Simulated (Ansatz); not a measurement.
Saddle point of CH₉NSi, closed shell (SiNH₅ ([NH2][SiH3]) + CH₄ → CH₆Si ([CH3][SiH3]) + NH₃; bonds formed: Si1–C7, N2–H6; bonds broken: Si1–N2, H6–C7), PBE0-D4/def2-TZVP structure:

Si1  (-1.047, -0.025, 0.308)
N2  (0.532, -0.390, 1.255)
H3  (-1.953, -0.255, 1.507)
H4  (-1.365, 1.393, 0.008)
H5  (-1.486, -1.123, -0.585)
H6  (0.919, -0.166, 0.178)
C7  (0.644, 0.320, -1.287)
H8  (0.617, -1.325, 1.638)
H9  (0.778, 0.293, 1.963)
H10  (1.185, 1.276, -1.255)
H11  (-0.150, 0.439, -2.029)
H12  (1.327, -0.436, -1.702)
(Å)

Energies are electronic, without zero-point energy. Barriers and step energies count from the start structure reached by relaxing down the imaginary mode; all methods use the PBE0-D4 structures, on which another method's saddle can fall below an end. Computed with Ansatz 0.2.0 (basis: def2-TZVPP, with def2-QZVPP for the basis limit); correlated methods freeze the cores. B3LYP uses VWN-RPA correlation. Extrapolation: Hartree–Fock as exp(−7.88 √X), correlation as X^−2.97.

```
      method  barrier (kJ/mol)  step energy (kJ/mol)
       SPW92             197.3                  34.0
      PBE-D4             231.2                  35.4
     BLYP-D4             256.1                  42.4
   r2SCAN-D4             250.2                  41.2
      B97M-V             267.2                  40.3
     PBE0-D4                 ?                  37.8
    B3LYP-D4             268.7                  44.0
  r2SCAN0-D4             260.2                  42.0
    BHLYP-D4             290.0                  47.1
CAM-B3LYP-D4             274.9                  45.8
     wB97X-V             270.7                  41.7
     wB97M-V                 ?                  40.6
      B2PLYP             276.3                  45.8
    PBE-QIDH             263.4                  41.7
  RPA on PBE             273.1                  42.0
          HF             347.4                  54.8
         MP2                 ?                  43.8
        CCSD             283.9                  43.3
     CCSD(T)             272.0                  41.7
```

Question: Fill in the withheld barriers. (An estimate is asked for; the value comes from the calculation.)

Answer: The calculation gives: PBE0-D4 248.3; MP2 267.1; wB97M-V 264.0 kJ/mol. Each is the energy of the saddle less that of the start structure, by the same method.

For comparison, the barrier by CCSD(T) at an estimated basis limit (MP2 extrapolated from triple and quadruple zeta, plus CCSD(T) − MP2 in triple zeta) is 271.7 kJ/mol.

No T1 diagnostic of these runs exceeds 0.011.

Labels in which every atom is bracketed show which atoms are joined, not bond orders.

For scale, one of the runs: CCSD(T)/def2-TZVPP, 230 basis functions, launched by `ansatz run in.yaml --threads 4 --pin off --events-out ev --progress --plain --max-ram 9574MiB`. The run took 52 s on 4 CPU threads of an Arm Neoverse V1 (shared host), with 3.9 GiB of host memory at its peak.
